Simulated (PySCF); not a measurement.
## Unknown compound

An unknown has the formula C5H12. Its calculated NMR data are:

¹H NMR (400 MHz, computed): δ 0.99 (s, 12H).

¹³C{¹H} NMR (computed): δ 33.1, 30.0.

[PySCF: GFN2-xTB geometry; shieldings: GIAO PBE0/pcSseg-1; in vacuum; one averaged value for each set of equivalent atoms; one computed conformer; non-relativistic]

References, each an isolated molecule treated in the same way: ¹H (σref 31.72), ¹³C (σref 186.93) against TMS.

What is the structure?

Results:


1. Rings plus π bonds: 0.
2. 2 carbon signals for 5 carbons: some carbons are equivalent by symmetry or fast rotation.
3. Carbon types of the structure: 1 × C, 4 × CH3, which accounts for all hydrogens.
4. δC 33.1: methyl carbon; saturated and bonded to C and H only.
5. δC 30.0: quaternary sp3 carbon; saturated and bonded to C and H only.
6. δH 0.99: hydrogen on a methyl carbon; far from electronegative atoms and π systems.

Structure: neopentane (CC(C)(C)C).

The data come from this structure; uniqueness wasn't tested.

Shifts are as computed. Against solution values, carbons near 30 ppm lie about +3 ppm off and those near 130 ppm about +5 ppm. Of 1211 compounds with measured shifts, 218 miss one by over three times the rms of a fit or turn the order of signals round; such compounds aren't used in these exercises.
